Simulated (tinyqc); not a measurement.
A ladder of methods, and size consistency: correlation methods against full CI in the sto-6g basis, for H2O, spin multiplicity 1. Computed by the program tinyqc with PySCF. 

Geometry (angstrom):
```
atom       x        y       z
O     0.0000   0.0000  0.0000
H     0.0000   0.8400  0.6770
H     0.0000  -0.8400  0.6770
```

RHF energy of one = -75.664821 hartree

All electrons correlated; +Q is the Davidson correction (1 - c0^2) E_corr. The last columns treat two copies 100 angstrom apart as one system. FCI is the lowest singlet.

Correlation energies (hartree):
```
method   E_corr of one  share of FCI (%)  E_corr of two at 100 angstrom  two minus twice one (mhartree)
MP2           -0.04754            69.710                       -0.09507                           0.000
CISD          -0.06662            97.687                       -0.12807                           5.159
CISD+Q        -0.06942           101.793                       -0.13760                           1.235
CCSD          -0.06800            99.711                       -0.13599                           0.000
CCSD(T)       -0.06809            99.843                       -0.13617                           0.000
FCI           -0.06819           100.000                              -                               -
```

MP2 recovers 70 %, CISD 97.7 % and CCSD 99.7 % of the FCI value (c0^2 = 0.958 in CISD). MP2 and coupled cluster are size consistent, so their last column vanishes; CISD loses 5.16 mhartree, since a double excitation on each copy is a quadruple of the pair, and the Davidson correction leaves +1.23.
